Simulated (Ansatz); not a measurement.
**[SiH3···H···SiH3], doublet along the distance Si1-H5**

Starting geometry:

| atom | x (Å) | y (Å) | z (Å) |
| --- | --- | --- | --- |
| Si | -1.6428 | 0.0000 | 0.0000 |
| H | -2.1376 | 1.3997 | 0.0000 |
| H | -2.1376 | -0.6999 | 1.2122 |
| H | -2.1376 | -0.6999 | -1.2122 |
| H | -0.1581 | 0.0000 | 0.0000 |
| Si | 1.6522 | 0.0000 | 0.0000 |
| H | 2.1022 | -1.4163 | 0.0000 |
| H | 2.1022 | 0.7081 | -1.2265 |
| H | 2.1022 | 0.7081 | 1.2265 |

From there H5 is moved from one fragment to the other while all else, the fragments' distance too, stays fixed; atoms are numbered as listed. Energies are in eV, counted from the starting geometry at the same level. Kohn–Sham curves are unrestricted where that lies lower.

Basis cc-pVDZ; Ansatz 0.2.0. Only valence electrons are correlated (noble-gas cores frozen). Prefix R: restricted or restricted open-shell reference; prefix U: unrestricted.

In so small a basis the reference is far from its limit while semilocal and hybrid functionals are nearer theirs (RPA and double hybrids share much of the reference's basis error), so the functionals' errors here hold much of the reference's basis and frozen-core error, which can add to them or hide them.

Full CI isn't at hand for all of this; UCCSDT(Q) serves as the reference, and is uncertain by about the last step of the cluster series.

| distance Si1-H5 (Å) | UCCSDT(Q) | PBE | r2SCAN | B97M-V | PBE0 | B3LYP | wB97M-V | B2PLYP | RPA-PBE |
| --- | --- | --- | --- | --- | --- | --- | --- | --- | --- |
| 1.485 | 0.000 | 0.000 | 0.000 | 0.000 | 0.000 | 0.000 | 0.000 | 0.000 | 0.000 |
| 1.538 | -0.024 | -0.055 | -0.045 | -0.061 | -0.044 | -0.039 | -0.029 | -0.031 | -0.028 |
| 1.643 | -0.034 | -0.093 | -0.073 | -0.105 | -0.072 | -0.063 | -0.043 | -0.048 | -0.043 |
| 1.749 | -0.025 | -0.059 | -0.046 | -0.066 | -0.046 | -0.042 | -0.031 | -0.033 | -0.031 |
| 1.855 | 0.047 | 0.078 | 0.069 | 0.080 | 0.068 | 0.060 | 0.050 | 0.053 | 0.048 |
